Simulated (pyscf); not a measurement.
H₂N–NH–GeH₃ (SMILES N[NH][GeH3]) → H₂N–NH₂ (SMILES NN) + GeH₂ (SMILES [GeH2]) [singlet], a 1,1-elimination (singlet surface; Ge–N, Ge–H broken, H–N formed). Single points on ωB97X-D3(BJ)/def2-SVP structures (PySCF, gas phase). MP2 and CC: frozen core, UHF for open shells. ΔMP2 is the change of the MP2 total energy from the triple- to the quadruple-zeta basis. Energies in kcal/mol from the reactant's lowest minimum found.

AM1 to PM7: differences of heats of formation from MOPAC, which are fitted to 298 K values and so differ in kind from electronic energies by zero-point and thermal terms. 

Task: In single points AM1 puts the saddle at 43.9 kcal/mol and the reaction energy at +44.1 kcal/mol. Should these be trusted to within a few kcal/mol? Compare with CCSD(T)/def2-TZVPP + ΔMP2(QZVPP).

Result: CCSD(T)/def2-TZVPP + ΔMP2(QZVPP) gives ΔE‡ = 56.6 kcal/mol and ΔE = +39.4 kcal/mol. AM1 lies 12.7 kcal/mol under it in the barrier and 4.7 kcal/mol over it in the reaction energy, so on this step it does not hold to within 3.0 kcal/mol. At AM1 this geometry lies under one side, so its ΔE‡ may be no barrier of that level. CCSD(T)/def2-TZVPP + ΔMP2(QZVPP) has limits of its own. On the product side the descent ends in an adduct with a Ge–N contact, 29.9 kcal/mol under the separated species and 47.9 kcal/mol under the saddle at ωB97X-D3(BJ)/def2-TZVP. What is counted as broken (Ge–N) persists as a longer contact in the product adduct; parting that adduct is a step of its own. At ωB97X-D3(BJ)/def2-TZVP the barrier from the zero used here is 59.9 kcal/mol. H₂N–NH–GeH₃ lies 44.8 kcal/mol over its isomer H₂N–GeH₂–NH₂ (electronic energy, ωB97M-D3(BJ)/def2-TZVP). One saddle was located; it need not be the lowest between these sides. The CCSD(T) − MP2 part came from Ansatz, without density fitting, on the same reference. The frozen core leaves the outer d or s,p core shells of the metals and heavy elements correlated in the MP2 and CC values, and def2-TZVPP describes them poorly, which can shift differences by a few kcal/mol. In the def2 sets elements up to Kr have no core potential.
